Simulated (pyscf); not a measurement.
## Four-centre exchange: `[CH2]=[CH][SiH3]` + `[ClH]` -> `[CH2]=[CH2]` + `[SiH3][Cl]`

Gas phase, singlet surface, charge 0. Bonds broken: C2–Si3, Cl10–H11. Bonds formed: C2–H11, Si3–Cl10. Optimised with ωB97X-D3(BJ)/def2-SVP in PySCF. MP2 and CC: frozen core, UHF for open shells. ΔMP2 is the change of the MP2 total energy from the triple- to the quadruple-zeta basis.

Transition state (Å):

```xyz
11

C      0.3685     0.5024    -0.7362
C      0.3925    -0.0093     0.5155
Si    -1.4923    -0.1818     1.2626
H      1.0110     1.3279    -1.0651
H     -0.3097     0.0426    -1.4673
H      1.1044     0.3520     1.2651
H     -1.6107    -1.2658     2.2567
H     -1.3200     1.0810     2.0652
H     -2.5770     0.1158     0.3060
Cl    -1.1734    -2.3207    -0.3298
H      0.0206    -1.1655     0.3839
```

One imaginary mode, 666i cm⁻¹; descent along it reached the two sides named.

| bond | change | reactant side (Å) | saddle | product side |
|---|---|---|---|---|
| C2–Si3 | breaks | 1.881 | 2.035 | 3.8 |
| Cl10–H11 | breaks | 1.288 | 1.808 | 2.7 |
| C2–H11 | forms | 2.499 | 1.222 | 1.092 |
| Si3–Cl10 | forms | 3.7 | 2.7 | 2.085 |

Electronic energies relative to the separated reactants (kcal/mol):

```tsv
level	barrier	reaction energy	reverse barrier
ωB97X-D3(BJ)/def2-TZVP	32.9	-23.1	56.0
PBE/def2-TZVP	27.7	-22.1	49.7
r²SCAN/def2-TZVP	28.5	-23.0	51.5
B3LYP-D3(BJ)/def2-TZVP	31.9	-22.7	54.5
PBE0-D3(BJ)/def2-TZVP	29.2	-22.2	51.3
M06-2X/def2-TZVP	32.3	-23.9	56.2
ωB97M-D3(BJ)/def2-TZVP	33.5	-22.6	56.1
HF/def2-TZVP	49.4	-25.6	75.0
MP2/def2-QZVPP	33.5	-22.5	56.1
CCSD/def2-TZVPP	40.5	-21.8	62.3
CCSD(T)/def2-TZVPP	37.7	-21.3	59.0
CCSD(T)/def2-TZVPP + ΔMP2(QZVPP)	36.2	-21.8	58.0
```

With CCSD(T)/def2-TZVPP + ΔMP2(QZVPP) energies and thermal terms (ideal gas, 1 atm, RRHO with modes under 100 cm⁻¹ raised to 100, one conformer, R ln 2 for chiral ones without a mode under 150 cm⁻¹), in kcal/mol:

| T (K) | ΔH‡ | ΔG‡ | ΔH | ΔG |
|---|---|---|---|---|
| 298 | 36.4 | 46.6 | -20.1 | -19.9 |
| 600 | 36.1 | 57.2 | -20.9 | -19.3 |
| 900 | 36.3 | 67.7 | -21.5 | -18.4 |
| 1200 | 36.7 | 78.1 | -22.0 | -17.2 |

One saddle was located; it need not be the lowest between these sides. The CCSD(T) − MP2 part came from Ansatz, without density fitting, on the same reference.
